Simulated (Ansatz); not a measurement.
Results of LDA+SOC (Ansatz, a first-principles code, plane waves, PAW) for A-type hexagonal La2O3.

Run with plane-wave cutoff 520 eV, 12×12×6 k mesh (along the axes of the cell as run), Fermi–Dirac smearing 0.01 eV, PAW data made under PBE.

Cell (measured lattice):

```
CELL_PARAMETERS angstrom
      3.93400     0.00000     0.00000
     -1.96700     3.40694     0.00000
      0.00000     0.00000     6.13000
ATOMIC_POSITIONS crystal
  La 0.33333 0.66667 0.24748
  La 0.66667 0.33333 0.75252
  O  0.00000 0.00000 0.00000
  O  0.33333 0.66667 0.64507
  O  0.66667 0.33333 0.35493
```

Question: Give the computed band gap, smallest direct gap on the k points sampled and direct gap at Γ.

Answer: 
band gap: 3.69 eV (indirect)
smallest direct gap on the k points sampled: 3.81 eV
direct gap at Γ: 4.22 eV

Note: cell and atoms aren't relaxed at this level (largest force component 0.08 eV/Å, pressure -6.7 GPa).

The computed numbers hold no vibrational or temperature effects.
